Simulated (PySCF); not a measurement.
# H2N2O (H2N ... NO): the cost of one run

Computed with PySCF 2.14.0 and routines of our own; the level stands in each step. Atoms count from 0.

## (1) The system as given

5 atoms, charge 0, high-spin multiplicity 3; geometry from: GFN2-xTB fragments, placed rigidly.

The system (radical pair): H2N···NO. The radical centres are 3.12 Å apart, tilted by 45 degrees; the spin sites are atoms 0, 1, 2 (1 unpaired) and atoms 3, 4 (1 unpaired).

## (2) Magnetic exchange: CASSCF and SC-NEVPT2/def2-TZVP (2,2)

What the job is given:

```
{"job": {"kind": "cas", "basis": "def2-TZVP", "active": "magnetic", "zfs": true}, "charge": 0, "high_spin_multiplicity": 3, "spin_sites": [[[0, 1, 2], 1], [[3, 4], 1]]}
N      0.163400    -0.233100    -1.413000
H      0.993500     0.349700    -1.413000
H     -0.666600     0.349700    -1.413000
N      0.163400    -0.233100     1.711000
O     -0.653700    -0.233100     2.528000
```

Method: CASSCF and SC-NEVPT2/def2-TZVP spin states, gas phase.

Command:

```sh
$ OMP_NUM_THREADS=1 python exch_run.py task.json out
```

This one command runs all jobs of the session in turn.

Q: Estimate the wall time and peak memory of this first job on 1 thread of Intel Xeon 6975P-C, shared host.

About 3.8 s, with a peak of 0.25 GiB.
